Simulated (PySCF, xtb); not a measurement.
isobutene (C4H8), SMILES C=C(C)C.

Harmonic wavenumbers (cm⁻¹) from GFN2-xTB in xtb 6.7.1 at its own minimum, in rising order: 108, 155, 378, 428, 430, 691, 868, 892, 955, 988, 1000, 1072, 1082, 1281, 1401, 1402, 1427, 1476, 1481, 1487, 1492, 1739, 2997, 3001, 3010, 3017, 3048, 3049, 3102, 3124.

**Question.** What does PBE0-D3(BJ)/def2-SVP run with PySCF give at its own minimum? (An estimate is asked for; the answer gives what the named calculation found.)

**Answer.** 169, 211, 382, 437, 445, 700, 842, 918, 952, 982, 1005, 1069, 1091, 1299, 1384, 1405, 1417, 1439, 1449, 1458, 1470, 1754, 3038, 3042, 3114, 3115, 3159, 3164, 3165, 3258. Paired by order, the mean absolute difference is 37 cm⁻¹ and the zero-point energies are 66.6 and 67.7 kcal/mol.
